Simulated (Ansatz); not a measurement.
**PF⁺, quartet in cc-pVTZ: errors against UCCSDT(Q)**

Geometry: that of the PF, triplet, kept fixed. The doublet lies 4.4 eV lower here.

```xyz
2

F     0.0000    0.0000    0.0000
P     0.0000    0.0000    1.5934
```

Basis cc-pVTZ; Ansatz 0.2.0. Correlated methods freeze the noble-gas cores, which leaves 11 electrons in 58 orbitals. R marks a restricted (for open shells ROHF) determinant, U an unrestricted one. Active spaces: valence = (11e, 8o) chosen from the atoms' valence shells.

Full CI isn't at hand for all of this; UCCSDT(Q) serves as the reference, and is uncertain by about the last step of the cluster series. The frozen core follows each run's orbitals, which can shift R against U totals by a few meV.

For open shells CISD is restricted-active-space CI with the open shells as a complete middle space.

```
UHF ⟨S²⟩                          : 3.761
T1 diagnostic (RCCSD)             : 0.0315
largest doubles amplitude (RCCSD) : 0.056
T1 diagnostic (UCCSD)             : 0.0241
```

```csv
level,E − E(UCCSDT(Q)) (kcal/mol),share of correlation (%),wall time
RHF,211.76,0.00,–
UHF,209.63,1.01,–
RMP2,14.32,93.24,–
UMP2,14.48,93.16,–
CISD,18.75,91.15,25 s
RCCSD,8.53,95.97,–
UCCSD,8.32,96.07,–
RCCSD(T),0.91,99.57,8.5 s
UCCSD(T),0.88,99.58,7.5 s
BCCD(T),0.95,99.55,3.6 s
RCCSDT,0.45,99.79,–
UCCSDT,0.39,99.82,–
RCCSDT(Q),0.24,99.89,34 s (H100)
CASSCF (valence space),189.26,10.62,–
NEVPT2 (valence space),28.04,86.76,1.7 s
MRCISD (valence space),14.99,92.92,–
MRCISD+Q (valence space),4.10,98.06,16 s (H100)
```

The correlation energy at UCCSDT(Q), counted from RHF, is -9.183 eV. That run took 73 s on 2 threads of AMD EPYC 7R13 with a shared H100 80 GB, shared host.

Times hold each run's SCF and search for its determinant on a shared host, so for small cases they say little of a method's own cost; rows without a card ran on 1 thread of AMD EPYC 7R13. Some runs computed forces too.

Natural occupations of CASSCF (valence space) about the gap: 1.996 1.968 1.004 1.003 1.003 0.029; effectively unpaired electrons, Σ n²(2−n)², 3.01.
